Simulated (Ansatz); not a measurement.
Rock-salt TiC, treated with RPBE (Ansatz, a program for electronic structure, PAW).

Settings: plane-wave cutoff 520 eV, 26×26×26 k mesh, Fermi–Dirac smearing 0.055 eV (set by the program), no spin polarisation, scalar-relativistic PAW data made under PBE.

Computed at the level's own relaxed cell.

Hill averages of the elastic tensor: K = 238.4 GPa, G = 172.4 GPa. Volume 10.356 Å³/atom, mean atomic mass 29.939 u.

**Question.** Work out the density, the sound velocities of a polycrystal and the elastic Debye temperature, and Pugh's ratio at this level.

**Answer.** ρ = 1.66054 × 29.939/10.356 = 4.801 g/cm³. v_l = √[(K + 4G/3)/ρ] = 9.876 km/s and v_t = √(G/ρ) = 5.992 km/s. The mean follows from 3/v_m³ = 1/v_l³ + 2/v_t³: v_m = 6.621 km/s. Θ_D = (ħ/k_B) v_m (6π²/V)^(1/3) = 76.38 K Å s/km × 6.621 × 1.7882 Å⁻¹ = 904 K, counting all atoms of the cell. K/G = 1.38, to be set beside Pugh's rough bound of 1.75 between brittle and ductile metals.
